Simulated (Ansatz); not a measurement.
The same path of BClFH + H2 (6 atoms, charge 0, multiplicity 1) was run 3 times with different band settings. Lost on the way: B1–F2, H5–H6. Made: B1–H5, F2–H6.

The calculation used RKS PBE0-D4/cc-pVDZ in Ansatz 0.2.0.

Relaxed end points:

```xyz
6
Properties=species:S:1:pos:R:3
B 0.017 -0.487 -0.039
F 0.034 -0.886 1.223
Cl 1.516 -0.518 -0.944
H -1.005 -0.126 -0.552
H 0.389 2.396 0.786
H 0.197 2.085 1.455
```

```xyz
6
Properties=species:S:1:pos:R:3
B -0.064 0.592 -0.244
F -0.061 0.344 1.699
Cl 1.589 -0.091 -0.506
H -0.977 -0.145 -0.492
H -0.139 1.789 -0.246
H 0.801 -0.025 1.719
```

Common settings: climbing image yes; spring 5.0 eV/Å²; start path through a guess of the saddle point; force threshold 0.03 eV/Å; iteration limit 60; end points relaxed.

| run | movable images | optimiser | largest step |
| --- | --- | --- | --- |
| 1 | 9 | quadratic models (default) | default |
| 2 | 3 | quadratic models (default) | default |
| 3 | 9 | fire | 0.02 Å |

What does each run give, and how far can it be trusted?

Run 1: converged after 30 iterations, highest image 1.714 eV above the first end. A vibrational analysis at the climbing image gives one clearly imaginary mode, 1137i cm⁻¹: a first-order saddle point.
Run 2: converged after 12 iterations, highest image 1.714 eV above the first end. Neighbouring images differ by up to 1.5 eV, so the band resolves the path poorly. Another band between the same ends (9 images) ends at a top of the same energy, where a vibrational analysis finds 1 clearly imaginary mode. So few images can step over the top or miss a turn of the path.
Run 3: converged after 58 iterations, highest image 1.714 eV above the first end. Another band between the same ends (9 images) ends at a top of the same energy, where a vibrational analysis finds 1 clearly imaginary mode.
The orbitals stay closed-shell, which can raise the energy where a bond breaks towards radicals; this wasn't checked here.
